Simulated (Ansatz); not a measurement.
```yaml
crystal:
  periodic: [false, false, false]
  atoms:
    - {symbol: Mn, position_ang: [0.000000, 0.000000, 0.000000]}
    - {symbol: Cl, position_ang: [0.000000, 0.000000, 2.410000]}
basis:
  gaussian: {orbitals: def2-TZVP}
hamiltonian: {xc: pbe0}
relax: {f_tol: 0.004, max_steps: 80}
```

```sh
$ ansatz run in.yaml --threads 1 --pin off --events-out ev --progress --plain --max-ram 2176MiB
```

Steps of the relaxation (energy above the last step; positions in Å, forces in eV/Å):

```
2
step 1, 436.5 meV
Mn    0.000    0.000    0.000    0.000    0.000    2.181
Cl    0.000    0.000    2.410    0.000    0.000   -2.181
```

```
2
step 2, 28.4 meV
Mn    0.000    0.000    0.124    0.000    0.000    0.799
Cl    0.000    0.000    2.286    0.000    0.000   -0.799
```

```
2
step 3, 9.0 meV
Mn    0.000    0.000    0.175    0.000    0.000   -0.528
Cl    0.000    0.000    2.235    0.000    0.000    0.528
```

```
2
step 4, 0.2 meV
Mn    0.000    0.000    0.155    0.000    0.000    0.079
Cl    0.000    0.000    2.255    0.000    0.000   -0.079
```

```
2
step 5, 0.0 meV
Mn    0.000    0.000    0.158    0.000    0.000    0.000
Cl    0.000    0.000    2.252    0.000    0.000    0.000
```

Close pairs at the end: Mn1–Cl2 2.094 Å.

A stationary point of restricted PBE0 after 5 steps (its stability towards spin polarisation wasn't tested). 31 s on 1 thread of Arm Neoverse V2, shared host.
